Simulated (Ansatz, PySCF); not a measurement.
This PySCF input computes a PBE/def2-TZVPD energy:

```python
from pyscf import gto, scf, dft

mol = gto.M(
    atom='''
    S    -1.55175709    0.11465571    0.05605209
    C    -0.00600553   -0.19561927   -0.38176004
    S     1.55400916   -0.04129848    0.08710793
    ''',
    basis='def2-tzvpd',
    charge=-1,
    spin=1,
    verbose=4,
)

mf = dft.UKS(mol, xc='pbe').density_fit(auxbasis='def2-universal-jkfit')
mf.grids.level = 3
mf.conv_tol = 1e-9
mf.max_cycle = 100
mf.max_memory = 1500
mf.kernel()
if not mf.converged:
    mf = mf.newton()
    mf.kernel(mf.make_rdm1())
for _ in range(2):
    mo, _, stable, _ = mf.stability(return_status=True)
    if stable:
        break
    mf.kernel(mf.make_rdm1(mo, mf.mo_occ))
mf.analyze()
```

Q: Write an input for the same energy in Ansatz (a quantum-chemistry and plane-wave program) and say what it gives.

A: 
Ansatz 0.2 input:
```yaml
crystal:
  periodic: [false, false, false]
  atoms:
    - {symbol: S, position_ang: [-1.55175709, 0.11465571, 0.05605209]}
    - {symbol: C, position_ang: [-0.00600553, -0.19561927, -0.38176004]}
    - {symbol: S, position_ang: [1.55400916, -0.04129848, 0.08710793]}
basis:
  gaussian:
    orbitals: def2-TZVPD
hamiltonian:
  xc: {name: PBE}
total_charge: -1
magnetization: {spin_polarized: true, initial_magnetization: 1}
output: {forces: true}
```
It gives -834.16864 Eh, and PySCF -834.16867 Eh, a difference of 0.03 mEh, from the treatment of integrals and grids.
